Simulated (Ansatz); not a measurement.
triplet C3H4: levels of theory in one basis

```xyz
7

C     0.2324    0.3975    1.1502
C    -0.0402   -0.0688   -0.1991
C    -0.2673   -0.4572   -1.3232
H    -0.5830    1.0387    1.5196
H     0.3385   -0.4483    1.8473
H     1.1643    0.9829    1.1859
H    -0.4687   -0.8018   -2.3203
```

Basis set: def2-SVP (spherical functions). Frozen core: 3 orbitals. Charge 0, multiplicity 3.

Computed with Ansatz (development build ahead of 0.2.0); each method stands on the lowest determinant of its kind that the runs found.

| method | E − E(ROHF) (eV) | <S²> of the determinant |
| --- | --- | --- |
| ROHF | 0.00 | 2.00 |
| UHF | -0.21 | 2.02 |
| UHF-MP2 | -9.58 | 2.02 |
| UHF-CCSD(T) | -11.25 | 2.02 |

Question: Is a single determinant a sound starting point here?

Answer: By this sign, yes. Unrestricted orbitals gain 0.21 eV and <S²> is 2.02 against 2.00 for a pure state.

Caution: another spin multiplicity may lie lower. Caution for UHF, UHF-MP2, UHF-CCSD(T): the determinant breaks the point group.
